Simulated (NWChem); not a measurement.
Species: CHO, doublet; SMILES O=[CH]

```xyz
3

C      0.1520     0.5706     0.0000
O     -0.0138    -0.6035     0.0000
H     -0.7016     1.3403     0.0000
```
Atoms are numbered in this order, from 1.

Level: PBE-D3(BJ)/def2-SVP, spin-unrestricted (NWChem), optimised geometry, unscaled harmonic frequencies. In the optimisation the excess spin sits in a' (Cs, its own frame).

```csv
frequency (cm⁻¹),IR intensity (km/mol)
1076,30.1
1908,80.0
2553,99.2
```

```json
{
 "zero_point_energy": "7.9 kcal/mol",
 "thermal correction to the enthalpy at 298.15 K (with zero-point energy)": "10.3 kcal/mol",
 "heat capacity Cv": "6.3 cal/(mol K)",
 "entropy at 298.15 K and 1 atm (symmetry number 1, electronic part: spin degeneracy alone)": "53.7 cal/(mol K)",
 "dipole_moment": "1.37 D"
}
```

Rigid rotor and harmonic oscillator.
